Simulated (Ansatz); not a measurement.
# C3H4S: up Jacob's ladder to CCSD(T)

How much do the methods differ for C3H4S? The plan is to run it at one geometry with functionals of several rungs and with coupled cluster. The yardstick is the atomisation energy at the CCSD(T) limit.

The runs use Ansatz 0.2.0, Gaussian basis; functionals in def2-TZVPP, the program's frozen cores in correlated methods.

Plan: LDA (SPW92), PBE-D4, revPBE-D4, BLYP-D4, r2SCAN-D4, B97M-V, PBE0-D4, B3LYP-D4, r2SCANh-D4, r2SCAN0-D4, HSE06-D4, BHLYP-D4, CAM-B3LYP-D4, LC-ωPBE, ωB97X-V, ωB97M-V, B2PLYP, PBE-QIDH; CCSD(T)/def2-SVP; CCSD(T)/def2-TZVPP; CCSD(T)/def2-QZVPP; extrapolation to the limit; RPA on PBE.

**1. The geometry**

An earlier PBE0-D4 in a triple-zeta def2 set relaxation fixed the geometry.

8 atoms, charge 0, spin multiplicity 1.

Atoms are counted from 1 here; the program's logs count them from 0.

Bond lengths: C1–C2 1.199 Å, C1–H5 1.064 Å, C2–C3 1.446 Å, C3–S4 1.827 Å, C3–H6 1.092 Å, C3–H7 1.092 Å, S4–H8 1.343 Å. Angles: C2–C1–H5 179.7°, C1–C2–C3 179.2°, C2–C3–S4 109.4°, C2–C3–H6 109.9°, C2–C3–H7 109.9°, S4–C3–H6 109.4°, S4–C3–H7 109.4°, H6–C3–H7 108.7°, C3–S4–H8 95.6°.

As a file:

```xyz
8
C3H4S
C    -0.85992    1.54708   -1.10475
C    -0.24718    0.76229   -0.43620
C     0.47867   -0.19742    0.36572
S    -0.39376   -1.80237    0.32724
H    -1.40003    2.24733   -1.69683
H     0.54620    0.15454    1.39705
H     1.48893   -0.32371   -0.02863
H     0.47930   -2.44493    1.12039
```

**2. LDA**

This LDA is Slater exchange with PW92 correlation.

File in.yaml:

```yaml
crystal:
  periodic: [false, false, false]
  atoms:
    - {symbol: C, position_ang: [-0.859924, 1.547080, -1.104745]}
    - {symbol: C, position_ang: [-0.247185, 0.762286, -0.436202]}
    - {symbol: C, position_ang: [0.478669, -0.197418, 0.365719]}
    - {symbol: S, position_ang: [-0.393755, -1.802369, 0.327241]}
    - {symbol: H, position_ang: [-1.400028, 2.247325, -1.696825]}
    - {symbol: H, position_ang: [0.546199, 0.154539, 1.397054]}
    - {symbol: H, position_ang: [1.488928, -0.323715, -0.028632]}
    - {symbol: H, position_ang: [0.479297, -2.444926, 1.120391]}
basis:
  gaussian: {orbitals: def2-TZVPP}
hamiltonian: {xc: lda}
output: {orbitals: {seedname: orbitals}}
```

The run is started by

```
> ansatz run in.yaml --threads 2 --pin off --events-out ev --progress --plain --max-ram 32768MiB --backend cpu
```

The runs that follow: PBE-D4 (GGA); revPBE-D4 (GGA); BLYP-D4 (GGA); r2SCAN-D4 (meta-GGA); B97M-V (meta-GGA); B3LYP-D4 (hybrid); r2SCANh-D4 (hybrid); r2SCAN0-D4 (hybrid); HSE06-D4 (hybrid); BHLYP-D4 (hybrid); CAM-B3LYP-D4 (range-separated); LC-ωPBE (range-separated); ωB97X-V (range-separated); ωB97M-V (range-separated); B2PLYP (double hybrid); PBE-QIDH (double hybrid); CCSD(T) in def2-SVP; CCSD(T) in def2-TZVPP; CCSD(T) in def2-QZVPP; RPA on PBE orbitals.

**Question.** What will the summary of the whole plan be? Wanted: atomisation energy, CCSD(T)/CBS; farthest beyond LDA; mean size of error, GGA; mean size of error, meta-GGA; mean size of error, hybrid; mean size of error, range-separated; mean size of error, double hybrid; gap, smallest and largest; T1 diagnostic.

The runs gave:

| quantity | value |
| --- | --- |
| atomisation energy, CCSD(T)/CBS | 3165.1 kJ/mol |
| functionals within 15.8 kJ/mol (0.5 %) | BLYP-D4, r2SCAN-D4, B97M-V, B3LYP-D4, r2SCANh-D4, CAM-B3LYP-D4, LC-ωPBE, ωB97X-V, PBE-QIDH |
| farthest beyond LDA | BHLYP-D4 (-104.7 kJ/mol) |
| mean size of error, GGA | 45.0 kJ/mol |
| mean size of error, meta-GGA | 13.7 kJ/mol |
| mean size of error, hybrid | 38.3 kJ/mol |
| mean size of error, range-separated | 10.1 kJ/mol |
| mean size of error, double hybrid | 11.2 kJ/mol |
| gap, smallest and largest | 4.81 eV (LDA (SPW92)), 12.33 eV (LC-ωPBE) |
| T1 diagnostic | 0.0114 |
| triples share of the correlation energy | 4.7 % |

In words: The LDA atomisation energy is off by 495.8 kJ/mol (16 %): it overbinds. PBE-D4 is off by +104.4 kJ/mol. Double hybrids carry the basis error of their MP2 part in triple zeta, and no dispersion term here, so their miss is partly the set-up's. The rungs range-separated, double hybrid, meta-GGA miss on average by less than the doubt on the reference (15.8 kJ/mol), so they tie. The reference freezes the cores and leaves out relativity and excitations past (T), so misses under about 15.8 kJ/mol can't be ranked. Hartree-Fock recovers 72 % of the binding; the rest is correlation. CCSD(T) in def2-SVP is off by -156.9 kJ/mol, worse than the median functional, from the basis alone. Orbital gaps span 4.8 to 12.3 eV; exact exchange widens them.
